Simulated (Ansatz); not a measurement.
# SiH5 (doublet): the correlation ladder at distance Si1–H5 along a hydrogen transfer = 1.485 Å, cc-pVTZ

One table from this session's results is given with a row withheld; the runs are named, their logs left out.

Method: cc-pVTZ, core rule «outside noble gas», up to 5 orbitals frozen; program: Ansatz 0.2.0, Gaussian basis.

To be run: UHF; CCSD(T) on ROHF; CCSD(T) on UHF; BCCD(T) on ROHF; CISD; CCSDT(Q) on ROHF; CCSDT(Q) on UHF; CASSCF and NEVPT2, 3 electrons in 3 orbitals; CASSCF and NEVPT2, 9 electrons in 9 orbitals.

## What is computed

The geometry derives from fragments relaxed apart (PBE0/def2-TZVP) and kept rigid, so it is no stationary point. A hydrogen atom is moved between rigid fragments.

6 atoms, charge 0, spin multiplicity 2.

Atoms are counted from 1 here; the program's logs count them from 0.

Bond lengths: Si1–H2 1.485 Å, Si1–H3 1.485 Å, Si1–H4 1.485 Å, Si1–H5 1.485 Å. Angles: H2–Si1–H3 109.5°, H2–Si1–H4 109.5°, H2–Si1–H5 109.5°, H3–Si1–H4 109.5°, H3–Si1–H5 109.5°, H4–Si1–H5 109.5°.

Set-up of the first run:

in.yaml

```yaml
crystal:
  periodic: [false, false, false]
  atoms:
    - {symbol: Si, position_ang: [-0.085716, 0.000000, 0.000000]}
    - {symbol: H, position_ang: [-0.580588, 1.399708, 0.000000]}
    - {symbol: H, position_ang: [-0.580588, -0.699854, 1.212183]}
    - {symbol: H, position_ang: [-0.580588, -0.699854, -1.212183]}
    - {symbol: H, position_ang: [1.398899, 0.000000, 0.000000]}
    - {symbol: H, position_ang: [2.731284, 0.000000, 0.000000]}
basis:
  gaussian: {orbitals: cc-pVTZ}
magnetization: {spin_polarized: true, initial_magnetization: 1}
hamiltonian: {xc: hf}
output: {orbitals: {seedname: orbitals}}
```

Launch:

```sh
> ansatz run in.yaml --threads 1 --pin off --events-out ev --progress --plain --max-ram 2816MiB --backend cpu
```

Steps of the session up to this table: UHF; CCSD(T) on ROHF; CCSD(T) on UHF; BCCD(T) on ROHF; CISD; CCSDT(Q) on ROHF; CCSDT(Q) on UHF; CASSCF and NEVPT2, 3 electrons in 3 orbitals; CASSCF and NEVPT2, 9 electrons in 9 orbitals.

One table of the session follows, with a row left open; its other results are not shown here.

It belongs to the step «Misses and costs». 

```
        method  from UCCSDT(Q) (kcal/mol)
          ROHF                    +118.30
           UHF                    +116.91
          RMP2                     +23.45
          UMP2                     +23.23
          CISD                      +9.87
         RCCSD                      +3.33
         UCCSD                          ?
      RCCSD(T)                      +0.60
      UCCSD(T)                      +0.60
       BCCD(T)                      +0.59
        RCCSDT                      +0.08
        UCCSDT                      +0.07
     RCCSDT(Q)                      +0.01
     UCCSDT(Q)                          0
   CASSCF pair                    +109.32
   NEVPT2 pair                     +24.33
CASSCF valence                     +82.44
NEVPT2 valence                     +25.68
```

**Question.** Estimate the row for UCCSD.

As computed: from UCCSDT(Q) (kcal/mol): +3.30. In the column «from UCCSDT(Q) (kcal/mol)» it lies between UCCSD(T) (+0.60) and RCCSD (+3.33).

To keep in mind: Restricted and unrestricted rows rest on different reference determinants; where their highest levels disagree by more than a few hundredths of an eV, they describe different states and don't form one ladder.
